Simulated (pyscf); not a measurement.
Structures and frequencies: ωB97X-D3(BJ)/def2-SVP in PySCF.

Problem. Estimate the classical barrier height and the reaction energy of O=Nb(Cl)(Cl)–Cl + H• → [HO–Nb(Cl)(Cl)–Cl]• at ωB97M-D3(BJ)/def2-TZVP. The step runs on the doublet surface, breaks none and forms H–O; take the separated reactants as zero.

Solution. ΔE‡ = 35.6 kJ/mol, ΔE = -179.2 kJ/mol. Zero-point energy shifts the barrier by +7.8 kJ/mol. It is an addition, with an imaginary mode of 1383i cm⁻¹. At the saddle there is also a short H–Nb contact that neither side keeps, so another atom assists the step. One saddle was located; it need not be the lowest between these sides. Open-shell species with a d-block atom are single-reference here; other states, and whether the spin sits on metal or ligand, were not checked. Elements past Kr carry the def2 core potentials, without spin-orbit coupling.
